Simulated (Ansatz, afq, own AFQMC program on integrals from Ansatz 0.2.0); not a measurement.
Integrals from Ansatz 0.2.0, then the random walk in our own AFQMC program (afq).

```yaml
crystal:
  periodic: [false, false, false]
  atoms:
    - {symbol: N, position_ang: [0.000000, 0.000000, 0.000000]}
    - {symbol: N, position_ang: [0.000000, 0.000000, 1.089486]}
basis:
  gaussian: {orbitals: 6-31G}
magnetization: {spin_polarized: false, initial_magnetization: 2}
correlation: {method: ccsd_t, electrons: outside_noble_gas, hamiltonian_folder: ham}
```

```sh
$ ansatz run in.yaml --threads 1 --pin off --events-out ev --progress --plain --max-ram 1843MiB
```

afq runs on the folder ham with

```
--method phaseless --trial cid --walkers 160 --populations 1 --least-time 40 --time-step 0.02 --steps-per-block 50 --equilibration-blocks 3 --max-blocks 60 --target-error 0.00076 --factor-cut 1e-05 --start determinant --seed 7106 --taylor-order 6
```

Times are imaginary, in 1/Eh. The walk had a cap of 213 s.

Log:

```
orbitals 16  electrons 6 4  factors 95 of 268
reference energy -108.58184098 Eh
CCSD correlation -0.21503634 Eh in 11 cycles, weight of the determinant in the CISD state 0.9050
energy of the start -108.792536 Eh
 block  time / (1/Eh)  mean weight  energy / Eh
     1     1.000  0.9997  -108.799097
     2     2.000  1.0014  -108.804982
     3     3.000  1.0114  -108.805395
     4     4.000  0.9967  -108.796544
     5     5.000  1.0026  -108.814045
     8     8.000  0.9927  -108.814576
    11    11.000  1.0002  -108.801908
    14    14.000  1.0036  -108.807183
    17    17.000  0.9972  -108.804036
    20    20.000  1.0036  -108.806050
    23    23.000  1.0001  -108.816838
    26    26.000  1.0058  -108.803041
    28    28.000  1.0073  -108.797248
    29    29.000  0.9974  -108.800427
    32    32.000  1.0037  -108.804728
    35    35.000  1.0069  -108.813401
    38    38.000  0.9968  -108.802782
    41    41.000  0.9980  -108.803685
    44    44.000  1.0021  -108.808756
    47    47.000  0.9982  -108.804962
    50    50.000  1.0001  -108.812125
    53    53.000  0.9993  -108.809843
blocks merged  error / Eh  count
     1  0.000752  50
     2  0.000721  25
     4  0.000969  12
energy -108.805613 +/- 0.000752 Eh
(rows thinned)
```

The run failed at least one of its tests; the cautions name the faults.

Against this walk (error 20.5 meV) on the same determinant: CCSD(T) 25.5 meV higher (within the noise), CCSDT(Q) 32.6 meV lower (within the noise), CCSDTQ 27.8 meV lower (within the noise), full CI (a separate run on its own orbitals, whose frozen core shifts it by up to a few meV) 33.9 meV lower (within the noise), a separate phaseless walk with a CISD trial and standard settings 51.9 ± 22.5 meV higher. The error is statistical and leaves out the bias of the constraint.

Cautions: constraint bias not in the error; error not settled; another spin lies lower (by 8.01 eV); the search met a lower determinant of the same kind, perhaps of another symmetry (1.04 eV lower), and this one is a saddle point; the CCSD(T) amplitudes may be one of several solutions (largest double 0.12); the CCSDT(Q) amplitudes may be one of several solutions (largest double 0.13); the CCSDTQ amplitudes may be one of several solutions (largest double 0.13); a state of other symmetry lies lower (by 30 meV); full CI with its own frozen core; the time-step error isn't removed.

The walk took 18 s on 1 thread of Arm Neoverse V2, with other jobs on the host. The log's last line is the phaseless energy.

CCSDT and higher add their correlation energy to the determinant of the CCSD(T) run, since their own runs factorise the integrals more tightly (a shift of under 2 meV). A walk keeps the symmetry of its determinant, which the program's search chose and which needn't be the lowest solution, so a lower state of the same spin and another symmetry isn't excluded.
